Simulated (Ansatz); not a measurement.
`NCOC=O`. The species carries charge 0 and has multiplicity 1. The geometry is a stationary point of PBE0-D4/def2-TZVP. It is one conformer, not always the lowest.

```xyz
10

N    -0.603    0.085   -1.688
C    -0.574    0.113   -0.283
O     0.773   -0.159    0.222
C     0.905   -0.151    1.542
O     0.031    0.055    2.335
H    -0.017    0.794   -2.104
H    -0.357   -0.819   -2.065
H    -1.237   -0.644    0.137
H    -0.872    1.091    0.095
H     1.951   -0.366    1.811
```

Question: What is the dipole moment at PBE/def2-TZVPP? (Best estimate.)

Answer: Ansatz gave: 2.61 D, with components (1.16, -0.31, -2.32) D in this frame, pointing from negative to positive charge.

Question: And with r2SCAN, B3LYP, ωB97M-V? (Estimate.)

Answer: Ansatz gave: r2SCAN 2.66 D, B3LYP 2.62 D, ωB97M-V 2.61 D.

Question: Give the Mulliken charges with PBE, r2SCAN, B3LYP in def2-TZVPP. (An estimate is asked.)

Answer: The calculation gave: 
```
atom    PBE  r2SCAN  B3LYP
  N1  -0.31   -0.35  -0.31
  C2   0.01    0.17   0.06
  O3  -0.18   -0.25  -0.26
  C4   0.15    0.28   0.21
  O5  -0.27   -0.34  -0.31
  H6   0.15    0.14   0.14
  H7   0.15    0.14   0.14
  H8   0.11    0.07   0.12
  H9   0.11    0.07   0.12
 H10   0.07    0.06   0.10
```

B3LYP here is the variant with VWN-RPA as its local correlation; programs differ in this.
